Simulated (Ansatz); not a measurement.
**BFH₂O: single points off equilibrium**

The task here is to estimate one member of a computed series from the others.

Computed with Ansatz 0.2.0, Gaussian basis. Level: single points in def2-TZVPP.

Cores are frozen in the correlated methods.

## The starting structure

SMILES `OBF`, 5 atoms, charge 0, spin multiplicity 1.

Atoms are counted from 1 here; the program's logs count them from 0.

Bond lengths: O1–B2 1.338 Å, O1–H4 0.977 Å, B2–F3 1.371 Å, B2–H5 1.180 Å. Angles: B2–O1–H4 116.4°, O1–B2–F3 120.0°, O1–B2–H5 120.0°, F3–B2–H5 120.0°.

Geometry (Å):

| atom | x (Å) | y (Å) | z (Å) |
| --- | --- | --- | --- |
| O1 | -0.96590 | 0.13760 | 0.13210 |
| B2 | 0.35800 | -0.03270 | 0.22500 |
| F3 | 1.08930 | -0.34330 | -0.89280 |
| H4 | -1.35880 | 0.00800 | -0.75260 |
| H5 | 0.90100 | 0.11770 | 1.26210 |

Set-up of the first run:

Input file run/in.yaml:

```yaml
crystal:
  periodic: [false, false, false]
  atoms:
    - {symbol: O, position_ang: [-0.965900, 0.137600, 0.132100]}
    - {symbol: B, position_ang: [0.358000, -0.032700, 0.225000]}
    - {symbol: F, position_ang: [1.089300, -0.343300, -0.892800]}
    - {symbol: H, position_ang: [-1.358800, 0.008000, -0.752600]}
    - {symbol: H, position_ang: [0.901000, 0.117700, 1.262100]}
basis:
  gaussian: {orbitals: def2-TZVPP}
correlation: {method: ccsd_t}
output: {forces: true}
```

The command line of these runs was not kept.

Steps of the session up to this table: CCSD(T)/def2-TZVPP; PBE0-D4/def2-TZVPP; wB97M-V/def2-TZVPP; r2SCAN-D4/def2-TZVPP; PBE-D4/def2-TZVPP; r2SCANh-D4/def2-TZVPP; BHLYP-D4/def2-TZVPP.

One of the session's tables, all rows but one given; the rest of the session is left out.

```
    method  RMS force component (eV/Å)  angle to CCSD(T) forces (°)  dipole (D)
   CCSD(T)                       0.638                    reference        1.13
   PBE0-D4                           ?                            ?           ?
   wB97M-V                       0.565                          7.0        1.17
 r2SCAN-D4                       0.578                          8.2        1.19
    PBE-D4                       0.489                         18.9        1.21
r2SCANh-D4                       0.630                         12.7        1.17
  BHLYP-D4                       0.768                         24.5        1.10
```

Estimate the missing values for PBE0-D4.

As computed: RMS force component (eV/Å): 0.634; angle to CCSD(T) forces (°): 14.1; dipole (D): 1.16. In the column «RMS force component (eV/Å)» it lies between r2SCANh-D4 (0.630) and CCSD(T) (0.638).
